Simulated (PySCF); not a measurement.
BH₃ (singlet). All numbers come from B3LYP in PySCF with B def2-TZVP, H def2-TZVP; no relativity; density-fitted integrals.

Harmonic bands of its minimum:

```
ω (cm⁻¹)  IR (km/mol, summed over degenerate members)  degeneracy
    1160                                         85.2           1
    1202                                         29.2           2
    2566                                          0.0           1
    2694                                          253           2
```

The central atom is B. Infer the point group and assign the bands.

D3h. The modes span a2'' + 2e' + a1': 1160 a2'', 1202 e', 2566 a1', 2694 e'. The computed geometry has B–H 1.189 Å (×3); H–B–H 120.0° (×3).
